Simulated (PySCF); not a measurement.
# [C4H3FO]+: g tensor and hyperfine couplings

Compound: C₄H₃FO (charge +1 and doublet state).
Structure used (GFN2-xTB), in Å, numbered top down from 1:
```xyz
9
C4H3FO angstrom
C     -1.335   -0.139    0.029
C      0.065    0.152   -0.034
C      1.193    0.842   -0.175
F      1.858    1.908   -0.390
C      1.388   -0.565    0.105
O      1.978   -1.550    0.298
H     -1.600   -0.985   -0.613
H     -1.901    0.745   -0.294
H     -1.632   -0.402    1.050
```

The species is `C[C+]1[C](F)C1=O` [radical] (charge +1).

Computed, not measured: UKS B3LYP, pcH-1 on C F H O, non-relativistic, mean-field spin-orbit, GIAO in PySCF 2.14.0. Geometry: GFN2-xTB; no solvent, vibrations or thermal averaging. The geometry wasn't refined by DFT: couplings that depend on bond lengths, twists or pyramidal angles can differ widely from those at the functional's own minimum, by a factor of two or more for some ions and for spin on atoms past the first row. The SCF solution wasn't tested for stability.

- g1, g2, g3: 2.00097, 2.00466, 2.00758
- g_iso: 2.00440
- Form of g: rhombic: the two nearest values differ by 44 % of g3 − g1
- ⟨S²⟩: 0.7565 (exact 0.7500)
- Total energy: -328.86955 Eh

Hyperfine couplings atom by atom, in MHz; T1 to T3 are the principal values of the dipolar part:

```csv
atom,isotope,a_iso,T1,T2,T3,Mulliken spin population
C1,13C,12.4,-6.2,-5.9,12.1,0.03
C2,13C,97.0,-25.4,-21.6,47.0,0.17
C3,13C,215.8,-13.7,-12.2,25.9,0.17
F4,19F,134.9,-130.1,-124.1,254.2,0.05
C5,13C,-75.2,-17.0,4.9,12.1,-0.02
O6,17O,-35.2,-179.4,83.6,95.8,0.57
H7,1H,1.0,-4.3,-1.8,6.1,0.00
H8,1H,71.5,-4.2,-1.1,5.3,0.03
H9,1H,-5.2,-4.1,-1.3,5.4,0.00
```

The largest Mulliken spin populations are on O6 (+0.57), C3 (+0.17) and C2 (+0.17). Three atoms exceed +0.15.

The SMILES `C[C+]1[C](F)C1=O` draws the unpaired electron on C3, whose computed spin population is only +0.17.

Axes: g1 points within 8° of the C2–C3 bond and g2 points within 6° of the C5–O6 bond.

Under fast tumbling the dipolar parts average out, and these isotropic splittings remain: 1 × 19F (F4, I = 1/2, 2 lines) with 4.81 mT and 3 × 1H (H7/H8/H9, I = 1/2, 4 lines) with 0.80 mT.

Nuclei that the bonding pattern makes equivalent are averaged, as if the motion that swaps them (rotation, inversion, ring flip) were fast. The three 1H nuclei of mean +22.4 MHz run from -5.2 to 71.5 MHz in the frozen geometry.

The 13C coupling of C3 (215.8 MHz) shows only in satellite lines or after enrichment, since that isotope makes up about 1.07 % of natural carbon.

The 17O coupling of O6 (-35.2 MHz) shows only in satellite lines or after enrichment, since that isotope makes up about 0.038 % of natural oxygen.
